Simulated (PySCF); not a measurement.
difluoromethane (CH2F2), SMILES FCF.

The structure is a stationary point at ωB97X-D3(BJ)/def2-TZVP.

Computed with TDA-PBE/def2-SVPD run with PySCF.

Vertical excitations. The molecule is in vacuum. State labels are in the subgroup C2v.

Problem. Estimate the UV-visible absorptions. (An estimate is asked for; the answer gives what the named calculation found.)

Solution. 
```
state  symmetry  energy (eV)  λ (nm)      f                              main pairs
-----  --------  -----------  ------  -----  --------------------------------------
S1           B2         8.43     147  0.024                         HOMO→LUMO 100 %
S2           A2         9.27     134  0.000                       HOMO→LUMO+1 100 %
S3           B2         9.72     128  0.018                        HOMO→LUMO+2 99 %
S4           B1         9.84     126  0.034                        HOMO−1→LUMO 99 %
S5           A1         9.95     125  0.061                        HOMO→LUMO+3 92 %
S6           A2        10.26     121  0.000                       HOMO−3→LUMO 100 %
S7           A1        10.33     120  0.006                        HOMO−2→LUMO 92 %
S8           A1        10.81     115  0.015                      HOMO−1→LUMO+1 95 %
S9           B2        11.13     111  0.004                      HOMO−3→LUMO+1 91 %
S10          B1        11.20     111  0.001  HOMO−1→LUMO+2 67 %, HOMO−2→LUMO+1 32 %
T1           B2         8.16     152      0                          HOMO→LUMO 99 %
T2           A2         8.86     140      0                        HOMO→LUMO+1 99 %
T3           B2         9.34     133      0                        HOMO→LUMO+2 99 %
T4           A1         9.44     131      0                        HOMO→LUMO+3 96 %
```
Triplets are in the Tamm–Dancoff approximation.
